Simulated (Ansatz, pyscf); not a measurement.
HB=NH (SMILES B=N) + NH₃ (SMILES N) → H₂N–BH–NH₂ (SMILES NBN), an addition across a multiple bond or ene-type step on the singlet surface: H–N broken, B–N, H–N formed. Structures and frequencies: ωB97X-D3(BJ)/def2-SVP in PySCF. Wave-function energies: Ansatz (a quantum-chemistry and plane-wave program), frozen core, RHF or UHF references. In kJ/mol, from the separated reactants.

Cost: rough CPU time of the saddle's run relative to CCSD(T)/cc-pV(D+d)Z, from one job on a shared machine, with the HF step and its search for lower states.

```json
[
 {"level": "r²SCAN/def2-TZVP", "barrier": "-1.20", "reaction energy": "-242.20", "cost": "–"},
 {"level": "ωB97X-D3(BJ)/def2-TZVP", "barrier": "13.01", "reaction energy": "-242.41", "cost": "–"},
 {"level": "CCSD(T)/cc-pV(D+d)Z", "barrier": "14.28", "reaction energy": "-219.65", "cost": "1"},
 {"level": "CCSDT(Q)/cc-pV(D+d)Z", "barrier": "14.10", "reaction energy": "-218.62", "cost": "100"},
 {"level": "CCSD(T)/cc-pV(T+d)Z", "barrier": "18.51", "reaction energy": "-226.94", "cost": "11"},
 {"level": "CCSD(T)/cc-pV(Q+d)Z", "barrier": "21.62", "reaction energy": "-226.72", "cost": "–"}
]
```

In cc-pV(D+d)Z, going from CCSD(T) to CCSDT(Q) shifts the barrier by -0.18 and the reaction energy by +1.04 kJ/mol. With HF in the quadruple-zeta basis and the correlation energy extrapolated as X⁻³ from X = 3, 4, CCSD(T) gives 21.40 and -227.72; adding the double-zeta shift gives ΔE‡ = 21.22 and ΔE = -226.68 kJ/mol, without core correlation, relativity or geometry relaxation at these levels. On the reactant side the descent ends in an adduct with a B–N contact, 41.46 kJ/mol under the separated species and 54.47 kJ/mol under the saddle at ωB97X-D3(BJ)/def2-TZVP. On the product side the descent ends in another minimum, of other shape or electronic state, 59.50 kJ/mol over the lowest minimum found and 195.92 kJ/mol under the saddle at ωB97X-D3(BJ)/def2-TZVP. At r²SCAN the saddle lies under the separated reactants, which points to a path from their complex (located at ωB97X-D3(BJ) alone). What is counted as formed (B–N) is already present as a longer contact in the reactant adduct; forming that adduct is a step of its own. This is the saddle that the search found; another between the same sides may lie lower.
